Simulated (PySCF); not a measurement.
What binds NaSi: the parts of the energy along the bond

State: ⁴Σ⁻, quartet, unpaired electrons σ ↑, π ↑↑. ROHF-based CCSD(T) in PySCF 2.14 with Na cc-pCVDZ, Si aug-cc-pV(D+d)Z and Na cc-pCVTZ, Si aug-cc-pV(T+d)Z (frozen core orbitals: 6; no relativity). Correlation energies are extrapolated as n⁻³ (n = 2, 3), Hartree–Fock as (n+1)·exp(−9√n). CV is the change on freezing 2 orbitals instead, in Na cc-pCVTZ, Si cc-pwCVTZ. SR is the spin-free X2C energy in Na cc-pCVTZ-DK, Si cc-pVTZ-DK less the non-relativistic one in Na cc-pCVTZ, Si cc-pVTZ. All energies in eV from Na + Si.

```
 R (Å)  HF/CBS  CCSD corr.      (T)       CV      SR   total
2.3857  -0.760      -0.419  -0.0716  -0.0016  0.0072  -1.245
2.4941  -0.921      -0.401  -0.0706   0.0011  0.0084  -1.383
2.6026  -1.007      -0.386  -0.0699   0.0032  0.0093  -1.451
2.7110  -1.039      -0.373  -0.0694   0.0047  0.0098  -1.467
2.8195  -1.031      -0.362  -0.0689   0.0057  0.0101  -1.447
2.9550  -0.983      -0.350  -0.0684   0.0066  0.0103  -1.385
3.0906  -0.906      -0.340  -0.0679   0.0071  0.0102  -1.297
```

A fit to the total gives Re = 2.6997 Å, De = 1.467 eV, ωe = 264.4 cm⁻¹, Be = 0.1833 cm⁻¹ (masses 22.9898 and 27.9769 u).

Q: At R = 2.7110 Å the CCSD correlation energy is -0.271571 hartree in the smaller basis and -0.361277 in the larger. Extrapolate it.

A: (3³·E3 − 2³·E2)/(3³ − 2³) = -0.39905 hartree; the larger basis holds 90.5 % of it.

The T1 diagnostic is 0.009. The state was picked by a PBE0 search and need not be the measured ground state. Spin–orbit coupling, excitations beyond (T) and corrections to the Born–Oppenheimer picture are left out.
